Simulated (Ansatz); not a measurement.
We consider hcp Ti, described by Hartree–Fock in Ansatz (plane waves, PAW).

Settings: plane-wave cutoff 460 eV, 12×12×6 k mesh (along the axes of the cell as run), Fermi–Dirac smearing 0.05 eV, no spin polarisation, scalar-relativistic PAW data made under PBE.

Computed at the level's own relaxed cell.

Task: Predict the equilibrium lattice constant a and c axis length.

Result: 
- equilibrium lattice constant a = 2.981 Å
- c axis length = 4.707 Å

Measured, for comparison: lattice constant a 2.950 Å, lattice parameter c 4.683 Å (293 K, not corrected to a static lattice; as tabulated in Wikipedia's data pages). Computed (rounded) less measured: lattice constant a +1.1 %, lattice parameter c +0.5 %.

Computed values are for the static lattice.

The result took very roughly 90 core-minutes.

Ansatz is an electronic-structure program.
